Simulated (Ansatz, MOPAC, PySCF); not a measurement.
Pair of molecules: C2H2 (SMILES C#C) (first 4 atoms) with H2O (SMILES O); geometry from S66by8 set.
(charge 0, multiplicity 1):
```xyz
7

C     -1.472     0.060     0.047
H     -0.407     0.030     0.023
C     -2.684     0.094     0.075
H     -3.745     0.125     0.099
O      2.938    -0.098    -0.078
H      3.508    -0.688     0.419
H      3.510     0.253    -0.763
```

Counterpoise-corrected where a basis set is named; no monomer relaxation. Rows marked so take none.

Correlated levels freeze the cores. CBS(a, b) extrapolates the correlation energy as X⁻³ and adds the Hartree–Fock energy of set b. Rows in 3-21G, 6-311+G**, 6-31G* carry no dispersion term and start afresh at each structure (6-31G* with six Cartesian d functions). MP2/6-31G* freezes PySCF's default core. The state that AM1, PM6, PM7 reach isn't checked; PM7 holds dispersion and hydrogen-bond terms.

Run with Ansatz (a program for electronic structure) with Gaussian orbitals; MOPAC for AM1, PM6, PM7 (differences of heats of formation); PySCF for 3-21G rows, 6-311+G** rows, 6-31G* rows, the dispersion terms. 

Other levels give for the interaction energy: PBE/def2-TZVPPD -4.6; B3LYP/def2-TZVPPD -4.0; B3LYP-D3(BJ)/def2-TZVPPD -4.7; wB97M-V/def2-TZVPPD -4.9; CCSD(T)/CBS(aug-cc-pVDZ, aug-cc-pVTZ) -4.9 kJ/mol.

Problem. What do these common cheap choices give for the same quantity: AM1, PM6, PM7, B3LYP/3-21G (no counterpoise), B3LYP/6-31G* (no counterpoise), B3LYP/6-311+G** (no counterpoise), M06-2X/6-31G* (no counterpoise), MP2/6-31G*?

Solution. AM1 -2.2; PM6 -2.2; PM7 -2.7; B3LYP/3-21G (no counterpoise) -8.3; B3LYP/6-31G* (no counterpoise) -6.7; B3LYP/6-311+G** (no counterpoise) -5.2; M06-2X/6-31G* (no counterpoise) -7.1; MP2/6-31G* -5.2 kJ/mol. They span -8.3 to -2.2 kJ/mol.
